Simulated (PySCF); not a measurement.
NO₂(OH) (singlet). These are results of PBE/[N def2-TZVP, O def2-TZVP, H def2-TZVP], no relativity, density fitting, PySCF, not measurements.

Harmonic bands of its minimum:

| ω (cm⁻¹) | IR (km/mol) |
| --- | --- |
| 477 | 115 |
| 553 | 4.9 |
| 599 | 38.6 |
| 750 | 6.0 |
| 847 | 183 |
| 1258 | 38.7 |
| 1303 | 287 |
| 1722 | 360 |
| 3598 | 70.9 |

Task: The central atom is N. Infer the point group and assign the bands.

Result: Cs. The modes span 2a'' + 7a': 477 a'', 553 a', 599 a', 750 a'', 847 a', 1258 a', 1303 a', 1722 a', 3598 a'. The computed geometry has N–O 1.200 Å, N–O 1.216 Å, N–O 1.444 Å, O–H 0.982 Å; H–O–N 101.9°, O–N–O 113.5°, O–N–O 115.4°, O–N–O 131.1°.

Other isomers or separated fragments may lie lower.
